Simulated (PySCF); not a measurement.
Below is a simulated gas-phase C 1s photoelectron spectrum of `C(=C\Cl)/C(=O)N`.

Every computed line was given a Gaussian of 0.8 eV full width at half maximum and an area set by the number of equivalent atoms; the highest printed point is 100. Theory: PySCF, delta-SCF UKS SCAN, pcX-2 on the ionised atom, pcseg-1 elsewhere, spin-free X2C.

```tsv
binding energy (eV)	intensity
289.9	0
290.0	1
290.1	3
290.2	6
290.3	11
290.4	20
290.5	33
290.6	49
290.7	66
290.8	83
290.9	95
291.0	100
291.1	97
291.2	86
291.3	70
291.4	54
291.5	41
291.6	33
291.7	33
291.8	40
291.9	52
292.0	68
292.1	84
292.2	95
292.3	100
292.4	96
292.5	85
292.6	69
292.7	51
292.8	35
292.9	22
293.0	13
293.1	9
293.2	8
293.3	12
293.4	19
293.5	31
293.6	46
293.7	64
293.8	81
293.9	94
294.0	100
294.1	97
294.2	87
294.3	72
294.4	54
294.5	37
294.6	24
294.7	14
294.8	7
294.9	4
295.0	2
295.1	1
295.2	0
```

Task: How many maxima does the curve show, and how many computed lines lie under it?

Result: The curve has 3 maxima (at 291.0, 292.3 and 294.0 eV). Under it lie 3 lines from 3 inequivalent carbon sites.

Task: Decompose the envelope and assign each component. Numbering: `[NH2:1][C:2](=[O:3])/[CH:4]=[CH:5]/[Cl:6]`.

Result: 
```json
{"position (eV)": "291.01", "relative area": "1", "line": "C 1s", "atoms": "C4", "environment": "alkene CH carbon"}
{"position (eV)": "292.31", "relative area": "1", "line": "C 1s", "atoms": "C5", "environment": "vinylic C–Cl carbon"}
{"position (eV)": "294.02", "relative area": "1", "line": "C 1s", "atoms": "C2", "environment": "amide carbonyl carbon"}
```

Task: What are the centre and the root-mean-square width of the whole band?

Result: The area-weighted mean of the lines is 292.45 eV. Their own spread about it is 1.23 eV (rms) and each Gaussian has σ = 0.8/2.355 = 0.34 eV; the variances add, which gives 1.28 eV.

Lowest listed C 1s: C4, bonded to C (double bond), C and H. Highest, 3.01 eV above it: C2, bonded to O (double bond), N and C. The widest gap between neighbouring values is 1.71 eV, between 292.31 and 294.02 eV. Summing the Pauling electronegativity differences to the bonded atoms, each weighted by its formal bond order, gives -0.35 for the lowest site and +2.27 for the highest; no listed site has a larger sum than the highest.

Shake-up satellites, vibrational structure and lifetime widths aren't simulated. One conformer (not necessarily the lowest) at the PBE0-D3(BJ)/def2-SVP geometry, without solvent, vibrations or thermal averaging.

On one thread, Arm Neoverse V1, shared host, this took 45 s of wall time.

Shape of the structure used: `[NH2:1][C:2](=[O:3])/[CH:4]=[CH:5]/[Cl:6]`: N1–C2–C4–C5 180°, H–N1–C2–O3 0°, H–N1–C2–O3 180°.
